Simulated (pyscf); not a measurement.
`[NH2][SiH]([F])[F]` + `[H]` [doublet] -> `[F][SiH][F]` [doublet] + `[NH3]`, a substitution at N (doublet surface; N–Si broken, H–N formed). Optimised with ωB97X-D3(BJ)/def2-SVP in PySCF. Energies in eV from the separated reactants.

Small-basis levels: PySCF, no dispersion term, spherical d functions. AM1 to PM7: differences of heats of formation from MOPAC. GFN2-xTB: tblite. Open shells are spin-unrestricted. 

```json
[
 {"level": "HF/STO-3G", "barrier": "2.42", "reaction energy": "-0.14"},
 {"level": "HF/6-31G*", "barrier": "1.91", "reaction energy": "+0.53"},
 {"level": "SVWN5/6-31G*", "barrier": "0.19", "reaction energy": "+0.35"},
 {"level": "BP86/6-31G*", "barrier": "?", "reaction energy": "+0.03"},
 {"level": "B3LYP/STO-3G", "barrier": "0.85", "reaction energy": "-0.68"},
 {"level": "B3LYP/LANL2DZ", "barrier": "0.71", "reaction energy": "+0.05"},
 {"level": "B3LYP/6-31G*", "barrier": "0.73", "reaction energy": "+0.15"},
 {"level": "M06-2X/6-31G*", "barrier": "1.01", "reaction energy": "+0.38"},
 {"level": "B3LYP/6-311+G**", "barrier": "0.59", "reaction energy": "-0.07"},
 {"level": "GFN2-xTB", "barrier": "1.34", "reaction energy": "+0.80"},
 {"level": "AM1", "barrier": "0.35", "reaction energy": "-0.58"},
 {"level": "PM6", "barrier": "0.26", "reaction energy": "+0.52"},
 {"level": "ωB97M-D3(BJ)/def2-TZVP", "barrier": "?", "reaction energy": "+0.31"}
]
```

Q: Fill in the missing entries.

A: 
- BP86/6-31G*, barrier: 0.42
- ωB97M-D3(BJ)/def2-TZVP, barrier: 0.93

Against the last row the barrier runs from -0.75 (SVWN5/6-31G*) to +1.48 eV (HF/STO-3G). At SVWN5/6-31G*, PM6 this geometry lies under one side, so the entry may be no barrier of that level: it is a single point on another level's saddle. ωB97M-D3(BJ)/def2-TZVP has limits of its own. On the product side the descent ends in an adduct with a N–Si contact, 0.46 eV under the separated species and 1.16 eV under the saddle at ωB97X-D3(BJ)/def2-TZVP. What is counted as broken (N–Si) persists as a longer contact in the product adduct; parting that adduct is a step of its own. At ωB97X-D3(BJ) the barrier from the zero used here is 1.04 eV. Abstraction by the radical was not located in this set and often lies lower. This is the saddle that the search found; another between the same sides may lie lower. The angle at the attacked N is 130°.
